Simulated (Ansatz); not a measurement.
A nudged elastic band was laid between two geometries of CH3 + CH4O (10 atoms, charge 0, multiplicity 2).

All numbers below come from UKS B3LYP/def2-SVPD in Ansatz.

```
movable images  : 7
climbing image  : yes
spring          : 5.0 eV/Å²
optimiser       : fire
start path      : through a guess of the saddle point
force threshold : 0.03 eV/Å
iteration limit : 60
end points      : relaxed
largest step    : 0.5 Å
```

First end point:

```xyz
10
Properties=species:S:1:pos:R:3
H -0.302 0.472 -0.059
C -0.382 1.403 -0.648
O 0.271 1.299 -1.901
C 0.161 -2.025 1.316
H -1.444 1.591 -0.855
H 0.008 2.242 -0.045
H 1.205 1.111 -1.766
H 0.918 -1.690 2.024
H -0.895 -1.927 1.563
H 0.459 -2.477 0.372
```

Last end point:

```xyz
10
Properties=species:S:1:pos:R:3
H -0.101 -0.850 0.470
C -0.410 1.903 -0.912
O 0.256 1.269 -1.917
C 0.054 -1.717 1.125
H -1.463 1.641 -0.841
H 0.153 2.286 -0.059
H 1.195 1.488 -1.898
H 0.792 -1.467 1.899
H -0.897 -1.988 1.603
H 0.419 -2.564 0.530
```

Task: What changes between the two ends?

Result: Bonds broken: H1–C2. Bonds formed: H1–C4. CH3 + CH4O becomes CH3O + CH4.

Task: Give the energies along the band, and the barrier.

Result: It did not converge within its limit. The highest image is number 4 of 0 to 8, 9.9 kcal/mol above the first end and 19.9 kcal/mol above the last; the last end lies 10.0 kcal/mol below the first. The band didn't meet its force threshold, so its energies are provisional: the largest band force was still 0.07 eV/Å, and over the last iterations the top stayed at 0.43 eV.

| image | path coordinate (Å) | energy (kcal/mol) | H1–C2 (Å) | H1–C4 (Å) |
| --- | --- | --- | --- | --- |
| 0 | 0.00 | 0.0 | 1.10 | 2.89 |
| 1 | 0.45 | 0.1 | 1.10 | 2.59 |
| 2 | 0.91 | 0.8 | 1.10 | 2.31 |
| 3 | 1.36 | 2.8 | 1.11 | 1.99 |
| 4 | 1.81 | 9.9 | 1.30 | 1.43 |
| 5 | 2.33 | -5.4 | 1.97 | 1.10 |
| 6 | 2.85 | -8.8 | 2.35 | 1.10 |
| 7 | 3.37 | -9.9 | 2.76 | 1.10 |
| 8 | 3.89 | -10.0 | 3.09 | 1.10 |

The run took 15 min on 4 threads of Arm Neoverse N1, on a shared host, peak memory 0.3 GiB.
